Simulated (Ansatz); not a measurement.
# C₃H₄F₂: how energies converge with the basis set

One table from this session's results is given with a row withheld; the runs are named, their logs left out.

Method: one geometry, several basis sets; program: Ansatz 0.2.0, Gaussian basis.

The runs, in order: PBE0-D4/def2-SVP; ωB97M-V/def2-SVP; PBE0-D4/def2-QZVPP; ωB97M-V/def2-QZVPP; CCSD(T)/cc-pV(D+d)Z; CCSD(T)/cc-pV(T+d)Z; CCSD(T)/cc-pV(Q+d)Z; the functionals' def2-TZVPP values are taken from earlier runs.

## The geometry

The geometry comes from an earlier relaxation with PBE0-D4 in a triple-zeta def2 set; it is a stationary point, not always the lowest conformer.

SMILES `FC1(F)CC1`, 9 atoms, charge 0, spin multiplicity 1.

Atoms are counted from 1 here; the program's logs count them from 0.

Bond lengths: F1–C2 1.343 Å, C2–F3 1.343 Å, C2–C4 1.469 Å, C2–C5 1.469 Å, C4–C5 1.536 Å, C4–H6 1.082 Å, C4–H7 1.082 Å, C5–H8 1.082 Å, C5–H9 1.082 Å. Angles: F1–C2–F3 109.3°, F1–C2–C4 119.5°, F1–C2–C5 119.5°, F3–C2–C4 119.5°, F3–C2–C5 119.5°, C4–C2–C5 63.1°, C2–C4–C5 58.5°, C2–C4–H6 117.6°, C2–C4–H7 117.6°, C5–C4–H6 117.5°, C5–C4–H7 117.5°, H6–C4–H7 116.0°, C2–C5–C4 58.5°, C2–C5–H8 117.6°, C2–C5–H9 117.6°, C4–C5–H8 117.5°, C4–C5–H9 117.5°, H8–C5–H9 116.0°.

The first run:

The input, in.yaml:

```yaml
crystal:
  periodic: [false, false, false]
  atoms:
    - {symbol: F, position_ang: [1.653535, -0.826380, 0.516872]}
    - {symbol: C, position_ang: [0.571544, -0.513615, -0.214633]}
    - {symbol: F, position_ang: [0.598197, -1.204413, -1.366034]}
    - {symbol: C, position_ang: [0.068590, 0.866251, -0.209831]}
    - {symbol: C, position_ang: [-0.712554, -0.275846, 0.457359]}
    - {symbol: H, position_ang: [0.563967, 1.577909, 0.437750]}
    - {symbol: H, position_ang: [-0.320039, 1.261049, -1.139521]}
    - {symbol: H, position_ang: [-1.609471, -0.624065, -0.038120]}
    - {symbol: H, position_ang: [-0.725270, -0.307292, 1.539057]}
basis:
  gaussian: {orbitals: def2-SVP}
hamiltonian: {xc: pbe0, dispersion: d4}
output: {orbitals: {seedname: orbitals}}
```

On the command line:

```console
> ansatz run in.yaml --threads 2 --pin off --events-out ev --progress --plain --max-ram 32768MiB --backend cpu
```

Among the steps run: PBE0-D4 in def2-SVP; ωB97M-V in def2-SVP; PBE0-D4 in def2-QZVPP; ωB97M-V in def2-QZVPP.

One of the session's tables, all rows but one given; the rest of the session is left out.

It belongs to the step «Density functionals: the series». 

| functional | basis | HOMO (eV) | LUMO (eV) |
| --- | --- | --- | --- |
| PBE0-D4 | def2-SVP | -8.26 | 1.95 |
| PBE0-D4 | def2-TZVPP | -8.34 | 1.65 |
| PBE0-D4 | def2-QZVPP | -8.37 | 0.97 |
| ωB97M-V | def2-SVP | -10.60 | 3.84 |
| ωB97M-V | def2-TZVPP | -10.69 | 3.08 |
| ωB97M-V | def2-QZVPP | ? | ? |

Estimate the missing values for ωB97M-V, def2-QZVPP.

The run gave: HOMO (eV): -10.73; LUMO (eV): 2.04. In the column «HOMO (eV)» it is the lowest.
